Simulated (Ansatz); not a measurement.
# BMe2H (C₂H₇B): structure and electronic state

What does BMe2H (C₂H₇B) look like as a singlet, and where do its frontier electrons sit?

Method: RKS PBE0-D4/def2-TZVP; program: Ansatz 0.2.0, Gaussian basis.

The runs, in order: relaxation at PBE-D4/def2-TZVP; a search for the lowest solution at PBE0-D4/def2-SVP; a single point at PBE0-D4/def2-TZVP.

1 further run of the same task is left out (it didn't finish).

**1. Starting geometry**

10 atoms, charge 0, spin multiplicity 1.

Atoms are counted from 1 here; the program's logs count them from 0.

Bond lengths: B1–C2 1.571 Å, B1–C6 1.571 Å, B1–H10 1.174 Å, C2–H3 1.091 Å, C2–H4 1.087 Å, C2–H5 1.088 Å, C6–H7 1.091 Å, C6–H8 1.087 Å, C6–H9 1.088 Å. Angles: C2–B1–C6 121.4°, C2–B1–H10 119.4°, C6–B1–H10 119.2°, B1–C2–H3 108.1°, B1–C2–H4 114.3°, B1–C2–H5 113.0°, H3–C2–H4 106.8°, H3–C2–H5 105.7°, H4–C2–H5 108.3°, B1–C6–H7 108.4°, B1–C6–H8 114.4°, B1–C6–H9 112.7°, H7–C6–H8 106.9°, H7–C6–H9 105.7°, H8–C6–H9 108.3°.

Coordinates:

```
B    -0.3064   -0.5232   -0.0204
C     1.2639   -0.5556    0.0206
H     1.5717   -0.7864    1.0420
H     1.7381    0.3864   -0.2446
H     1.6902   -1.3405   -0.6008
C    -1.0987    0.8336   -0.0140
H    -1.4749    1.0167   -1.0218
H    -0.5032    1.6998    0.2641
H    -1.9781    0.8037    0.6268
H    -0.9024   -1.5344   -0.0519
```

The start is a GFN2-xTB geometry.

**2. Relaxation at PBE-D4/def2-TZVP**

in.yaml reads:

```yaml
crystal:
  periodic: [false, false, false]
  atoms:
    - {symbol: B, position_ang: [-0.306380, -0.523210, -0.020370]}
    - {symbol: C, position_ang: [1.263900, -0.555560, 0.020640]}
    - {symbol: H, position_ang: [1.571700, -0.786450, 1.041970]}
    - {symbol: H, position_ang: [1.738070, 0.386400, -0.244630]}
    - {symbol: H, position_ang: [1.690150, -1.340550, -0.600770]}
    - {symbol: C, position_ang: [-1.098750, 0.833630, -0.013960]}
    - {symbol: H, position_ang: [-1.474930, 1.016690, -1.021850]}
    - {symbol: H, position_ang: [-0.503240, 1.699810, 0.264060]}
    - {symbol: H, position_ang: [-1.978110, 0.803680, 0.626800]}
    - {symbol: H, position_ang: [-0.902410, -1.534430, -0.051890]}
basis:
  gaussian: {orbitals: def2-TZVP}
hamiltonian: {xc: pbe, dispersion: d4}
scf: {lower_state_search: "off"}
output: {orbitals: {seedname: orbitals}}
relax: {f_tol: 0.02, max_steps: 100}
```

Run with:

```console
$ ansatz run in.yaml --threads 4 --pin off --events-out ev --progress --plain --max-ram 3916MiB
```

What it wrote (excerpt; [...] marks lines left out):

```text
Functional definition: PBE
  name "PBE"
  cite "Perdew, Burke & Ernzerhof, Phys. Rev. Lett. 77, 3865 (1996) doi:10.1103/PhysRevLett.77.3865"
  parent pbe
[...]
837 factors; their error is unknown
[...]
mean field -2860.91741867 eV, -105.1367759368 hartree, gradient 1.5e-6 eV, S^2 0.000000; 0 other end points of the search recorded, 0 dependent functions left out
[...]
reference -2860.91745916 eV, -105.1367774246 hartree; 12, 12 occupied and 123, 123 virtual orbitals, 837 factors
relax step   1: F+E_penalty+E_count = -2861.03936559 eV  Δ(F+E_penalty+E_count) = +0.000e0 eV  max|allowed force component| = 9.660e-1 eV/Å  Δτ_max = 0.0000 Å  (17 SCF iters, accepted)
[...]
relax step   6: F+E_penalty+E_count = -2861.08513391 eV  Δ(F+E_penalty+E_count) = +2.237e-5 eV  max|allowed force component| = 3.362e-2 eV/Å  Δτ_max = 0.0034 Å  (21 SCF iters, rejected (line search))
[...]
relax step   7: F+E_penalty+E_count = -2861.08518098 eV  Δ(F+E_penalty+E_count) = -2.470e-5 eV  max|allowed force component| = 1.151e-3 eV/Å  Δτ_max = 0.0016 Å  (21 SCF iters, accepted)
Total energy: -2861.08522181 eV, -105.1429425882 hartree
Atom 0 at    -0.287171    -0.490185    -0.015133 Å, force     0.000186    -0.000442     0.000283 eV/Å
Atom 1 at     1.273088    -0.552682    -0.001273 Å, force     0.000344     0.000872    -0.000587 eV/Å
Atom 2 at     1.549880    -0.817431     1.040397 Å, force    -0.000528    -0.000849    -0.000274 eV/Å
Atom 3 at     1.784092     0.393560    -0.232002 Å, force    -0.000069    -0.000531     0.000314 eV/Å
Atom 4 at     1.692370    -1.364040    -0.615354 Å, force    -0.000473     0.000557    -0.000152 eV/Å
Atom 5 at    -1.100686     0.842742     0.006376 Å, force    -0.000490     0.000824    -0.000741 eV/Å
Atom 6 at    -1.478154     0.981900    -1.027692 Å, force     0.000696     0.000128     0.000664 eV/Å
Atom 7 at    -0.523234     1.744174     0.258423 Å, force    -0.000501    -0.000450    -0.000069 eV/Å
Atom 8 at    -2.008443     0.795219     0.627397 Å, force     0.000295    -0.000374    -0.000590 eV/Å
Atom 9 at    -0.901743    -1.533247    -0.041138 Å, force     0.000541     0.000264     0.001151 eV/Å
Dipole moment:     0.048362     0.083327     0.003477 e Å
Checks for a lower state left out: stability, starts, cluster_reference, orbital_swaps, neighbouring_geometries, increment
```

It took 6 s on 4 threads of AMD EPYC 7R43, shared host.

Relaxation path:

| step | energy from step 1 (eV) | largest force component (eV/Å) |
| --- | --- | --- |
| 1 | 0.0000 | 0.9660 |
| 2 | -0.0388 | 0.3259 |
| 3 | -0.0454 | 0.0353 |
| 4 | -0.0456 | 0.0411 |
| 5 | -0.0458 | 0.0217 |
| 6 | -0.0458 | 0.0336 |
| 7 | -0.0458 | 0.0012 |

Close pairs (by a distance rule), those that changed most:

| bond | before (Å) | after (Å) | change (Å) |
| --- | --- | --- | --- |
| B1–H10 | 1.174 | 1.211 | +0.037 |
| C2–H3 | 1.091 | 1.110 | +0.018 |
| C6–H7 | 1.091 | 1.110 | +0.018 |
| C6–H8 | 1.087 | 1.100 | +0.013 |
| C2–H4 | 1.087 | 1.100 | +0.012 |
| C6–H9 | 1.088 | 1.101 | +0.012 |
| C2–H5 | 1.088 | 1.101 | +0.012 |
| B1–C2 | 1.571 | 1.562 | -0.010 |

Bonds by kind at the end (by distance):

| bond | count | shortest (Å) | longest (Å) |
| --- | --- | --- | --- |
| B–C | 2 | 1.562 | 1.562 |
| C–H | 6 | 1.100 | 1.110 |
| B–H | 1 | 1.211 | 1.211 |

**3. Searching for the lowest solution, PBE0-D4/def2-SVP**

start.molden holds the orbitals of an earlier run on this state, given as this run's starting guess.

in.yaml reads:

```yaml
crystal:
  periodic: [false, false, false]
  atoms:
    - {symbol: B, position_ang: [-0.287171, -0.490185, -0.015133]}
    - {symbol: C, position_ang: [1.273088, -0.552682, -0.001273]}
    - {symbol: H, position_ang: [1.549880, -0.817431, 1.040397]}
    - {symbol: H, position_ang: [1.784092, 0.393560, -0.232002]}
    - {symbol: H, position_ang: [1.692370, -1.364040, -0.615354]}
    - {symbol: C, position_ang: [-1.100686, 0.842742, 0.006376]}
    - {symbol: H, position_ang: [-1.478154, 0.981900, -1.027692]}
    - {symbol: H, position_ang: [-0.523234, 1.744174, 0.258423]}
    - {symbol: H, position_ang: [-2.008443, 0.795219, 0.627397]}
    - {symbol: H, position_ang: [-0.901743, -1.533247, -0.041138]}
basis:
  gaussian: {orbitals: def2-SVP, initial_orbitals: start.molden}
hamiltonian: {xc: pbe0, dispersion: d4}
output: {orbitals: {seedname: orbitals}}
```

The command is unchanged.

What it wrote:

```text
Functional definition: PBE0
  name "PBE0"
  cite "Adamo & Barone, J. Chem. Phys. 110, 6158 (1999) doi:10.1063/1.478522"
  cite "Perdew, Burke & Ernzerhof, Phys. Rev. Lett. 77, 3865 (1996) doi:10.1103/PhysRevLett.77.3865"
  parent pbe
  parameter a = 0.25
  parameter kappa = 0.804
  parameter beta = 0.06672455060314922
  exchange = (1 - a)*pbe_x(kappa = kappa, mu = beta*pi^2/3) + a*exact_x
  correlation = pbe_c(beta = beta)
876 factors; their error is unknown
mean field evaluation 1: about -2858.5764 eV, gradient 6.4e0 eV
mean field evaluation 2: about -2858.6658 eV, gradient 8.6e-2 eV
mean field evaluation 4: about -2858.6591 eV, gradient 8.7e-5 eV
mean field evaluation 8: about -2851.9747 eV, gradient 5.2e1 eV
mean field evaluation 16: about -2858.6591 eV, gradient 2.1e-2 eV
mean field -2858.65909508 eV, -105.0537840756 hartree, gradient 6.9e-6 eV, S^2 0.000000; 1 other end points of the search recorded, 0 dependent functions left out
reference -2858.65911946 eV, -105.0537849714 hartree; 12, 12 occupied and 65, 65 virtual orbitals, 876 factors
Total energy: -2858.76005429 eV, -105.0574942581 hartree
```

Run time: 0.85 s. Hardware: 4 threads of AMD EPYC 7R43, shared host.

From the report: HOMO -8.57 eV, LUMO -0.51 eV.

**4. Single point, PBE0-D4/def2-TZVP**

Changes to in.yaml since step 3:

```diff
@@ -14,4 +14,5 @@
 basis:
-  gaussian: {orbitals: def2-SVP, initial_orbitals: start.molden}
+  gaussian: {orbitals: def2-TZVP, initial_orbitals: start.molden}
 hamiltonian: {xc: pbe0, dispersion: d4}
-output: {orbitals: {seedname: orbitals}}
+scf: {omitted_lower_state_checks: [starts]}
+output: {forces: true, orbitals: {seedname: orbitals}}
```

Launched as before.

What it wrote (excerpt; [...] marks lines left out):

```text
Functional definition: PBE0
  name "PBE0"
  cite "Adamo & Barone, J. Chem. Phys. 110, 6158 (1999) doi:10.1063/1.478522"
  cite "Perdew, Burke & Ernzerhof, Phys. Rev. Lett. 77, 3865 (1996) doi:10.1103/PhysRevLett.77.3865"
  parent pbe
[...]
837 factors; their error is unknown
[...]
mean field -2861.71350282 eV, -105.1660314895 hartree, gradient 1.5e-5 eV, S^2 0.000000; 0 other end points of the search recorded, 0 dependent functions left out
[...]
reference -2861.71353236 eV, -105.1660325750 hartree; 12, 12 occupied and 123, 123 virtual orbitals, 837 factors
Total energy: -2861.81446719 eV, -105.1697418618 hartree
Atom 0 at    -0.287171    -0.490185    -0.015133 Å, force    -0.014505    -0.026186    -0.000548 eV/Å
Atom 1 at     1.273088    -0.552682    -0.001273 Å, force     0.170054    -0.034132     0.061755 eV/Å
Atom 2 at     1.549880    -0.817431     1.040397 Å, force    -0.071662     0.063790    -0.215798 eV/Å
Atom 3 at     1.784092     0.393560    -0.232002 Å, force    -0.124483    -0.210269     0.039280 eV/Å
Atom 4 at     1.692370    -1.364040    -0.615354 Å, force    -0.105374     0.187760     0.117920 eV/Å
Atom 5 at    -1.100686     0.842742     0.006376 Å, force    -0.117023     0.132359    -0.056464 eV/Å
Atom 6 at    -1.478154     0.981900    -1.027692 Å, force     0.095283    -0.035511     0.214365 eV/Å
Atom 7 at    -0.523234     1.744174     0.258423 Å, force    -0.122901    -0.210123    -0.044862 eV/Å
Atom 8 at    -2.008443     0.795219     0.627397 Å, force     0.214013     0.002914    -0.120047 eV/Å
Atom 9 at    -0.901743    -1.533247    -0.041138 Å, force     0.076598     0.129397     0.004398 eV/Å
Dipole moment:     0.045121     0.077711     0.003206 e Å
Checks for a lower state left out: starts
```

Wall time 1.5 s (4 threads of AMD EPYC 7R43, shared host).

HOMO -8.64 eV, LUMO -0.60 eV.

Mulliken charges, from this run's orbitals:

| atom | value (e) |
| --- | --- |
| B1 | 0.07 |
| C2 | -0.44 |
| H3 | 0.14 |
| H4 | 0.13 |
| H5 | 0.14 |
| C6 | -0.44 |
| H7 | 0.14 |
| H8 | 0.13 |
| H9 | 0.14 |
| H10 | 0.00 |

Largest Mayer bond orders: B1–C2 1.06; B1–C6 1.06; B1–H10 0.99; C6–H8 0.96; C2–H4 0.95; C2–H5 0.95; C6–H9 0.95; C6–H7 0.92; C2–H3 0.92.

**5. Outcome**

| quantity | value |
| --- | --- |
| point group | C2 |
| commonest bond, hydrogen aside | B–C, 2 of mean length 1.562 Å |
| HOMO, LUMO at PBE0-D4/def2-TZVP | -8.64, -0.60 eV |
| dipole at PBE-D4/def2-TZVP | 0.46 D |

In words: The molecule keeps its bonding pattern by the stored test; the atoms moved 0.03 Å (rms). No usable vibrations, so a minimum isn't proven. The point group is read from a loosely relaxed geometry; soft torsions can leave it below the true symmetry.
